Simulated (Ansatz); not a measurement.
Write a Python script for Ansatz 0.2.0 through its Python package that makes a relaxed scan of one distance of CH2N, SMILES C=[N]. Use (for the species named): PBE, def2-SVP basis, multiplicity 2, D4 dispersion.

```xyz
4

C    -0.0485    0.0072   -0.0006
N     1.2181   -0.1799    0.0153
H    -0.7220   -0.8427   -0.0094
H    -0.4476    1.0154   -0.0053
```

The script, `relaxed_scan_ch2n.py`:
```python
"""One bond of CH2N held at set lengths while the rest relaxes."""

import warnings

import ansatz as az
import numpy as np

warnings.simplefilter("ignore", az.DeckWarning)

system = (
    az.Crystal.molecule()
    .atom("C", [-0.0485, 0.0072, -0.0006])
    .atom("N", [1.2181, -0.1799, 0.0153])
    .atom("H", [-0.722, -0.8427, -0.0094])
    .atom("H", [-0.4476, 1.0154, -0.0053])
)

base = (
    system.calculation()
    .basis(gaussian="def2-SVP")  # the orbital basis, by name
    .functional("pbe", dispersion="d4")
    .spin("collinear", total=1)
)
symbols = [site.symbol for site in system.cartesian_sites]
pairs = [(0, 1), (0, 2), (0, 3)]
print("held (A)   E (eV)        ", "  ".join(f"{symbols[i]}{i}-{symbols[j]}{j}" for i, j in pairs))
for length in [1.18, 1.28, 1.38, 1.54, 1.73]:
    data = base.relax(constraints=[az.DistanceConstraint((0, 1), at=length)], force_tolerance=0.02, max_steps=60).run(threads=1, pin="off").report
    xyz = np.array(data["positions_ang"])
    print(f"{length:6.2f} {data['free_energy_ev']:14.5f}  ", "  ".join(f"{np.linalg.norm(xyz[i] - xyz[j]):.3f}" for i, j in pairs))
```

```console
$ python relaxed_scan_ch2n.py
held (A)   E (eV)         C0-N1  C0-H2  C0-H3
  1.18    -2551.98119   1.180  1.129  1.129
  1.28    -2552.15707   1.280  1.118  1.118
  1.38    -2551.73768   1.380  1.110  1.110
  1.54    -2550.53940   1.540  1.105  1.105
  1.73    -2549.00640   1.730  1.101  1.101
```

These settings explore the input space; basis and method may be short of convergence. The energies are electronic: no zero-point or thermal terms, and the basis set is short of its limit. The species is open-shell (spin multiplicity 2). The expectation value of S² is noticeably off S(S+1) in at least one run, so that state is spin-contaminated. The script silences the warnings on its input, which a real study should read. Wall time of the script: 12 s on 1 thread of Intel(R) Xeon(R) 6975P-C (Granite Rapids) (shared host), peak memory 0.19 GiB.
